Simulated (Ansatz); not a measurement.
**ClF3 (singlet): wave-function methods side by side, cc-pV(D+d)Z**

The task here is to estimate one member of a computed series from the others.

The runs use Ansatz 0.2.0, Gaussian basis; cc-pV(D+d)Z, core rule «outside noble gas», up to 8 orbitals frozen.

Plan: UHF; CCSD(T) on RHF; CCSDT(Q) on RHF.

2 further runs of the same task are left out: 2 set aside as unsound or not needed.

**The geometry**

The geometry is an MP2(full)/6-31G* stationary point (not a proven minimum).

4 atoms, charge 0, spin multiplicity 1.

Atoms are counted from 1 here; the program's logs count them from 0.

Bond lengths: Cl1–F2 1.635 Å, Cl1–F3 1.718 Å, Cl1–F4 1.718 Å. Angles: F2–Cl1–F3 86.5°, F2–Cl1–F4 86.5°, F3–Cl1–F4 173.1°.

Set-up of the first run:

Contents of in.yaml:

```yaml
crystal:
  periodic: [false, false, false]
  atoms:
    - {symbol: Cl, position_ang: [0.000000, 0.000000, 0.378560]}
    - {symbol: F, position_ang: [0.000000, 0.000000, -1.256582]}
    - {symbol: F, position_ang: [0.000000, 1.714544, 0.275074]}
    - {symbol: F, position_ang: [0.000000, -1.714544, 0.275074]}
basis:
  gaussian: {orbitals: "cc-pV(D+d)Z.json"}
magnetization: {spin_polarized: true, initial_magnetization: 0}
hamiltonian: {xc: hf}
output: {orbitals: {seedname: orbitals}}
```

On the command line:

```sh
$ ansatz run in.yaml --threads 1 --pin off --events-out ev --progress --plain --max-ram 4160MiB --backend cpu
```

Steps of the session up to this table: UHF; CCSD(T) on RHF; CCSDT(Q) on RHF.

One table of the session follows, with a row left open; its other results are not shown here.

It belongs to the step «Misses and costs». 

```
   method  from RCCSDT(Q) (kJ/mol)
      RHF                  +2062.3
     RMP2                    +92.0
    RCCSD                        ?
 RCCSD(T)                    +10.4
   RCCSDT                     +7.9
RCCSDT(Q)                        0
```

**Question.** Estimate the row for RCCSD.

**Answer.** from RCCSDT(Q) (kJ/mol): +63.8. In the column «from RCCSDT(Q) (kJ/mol)» it lies between RCCSD(T) (+10.4) and RMP2 (+92.0).
